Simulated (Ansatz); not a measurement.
# fcc Al

Level of theory: LDA (Ansatz, a first-principles code, plane waves, PAW).

Settings: plane-wave cutoff 500 eV, 4×4×4 k mesh, Fermi–Dirac smearing 0.1 eV, cell of 108 sites, scalar-relativistic PAW data made under PBE.

Cell: relaxed at this level.

```
Item                                          Value
------------------------------------------  -------
vacancy formation energy                    0.74 eV
vacancy formation energy before relaxation  0.80 eV
```

Measured, for comparison: vacancy formation energy 0.66 eV (not corrected to a static lattice, monovacancy; as tabulated in Garrity and Choudhary (2023), arXiv:2112.11585). Computed (rounded) less measured: vacancy formation energy +0.080 eV.

Note: energies are extrapolated to zero smearing, and mesh and cell size move such values by some hundredths of an eV or more.

The computed numbers hold no vibrational or temperature effects.
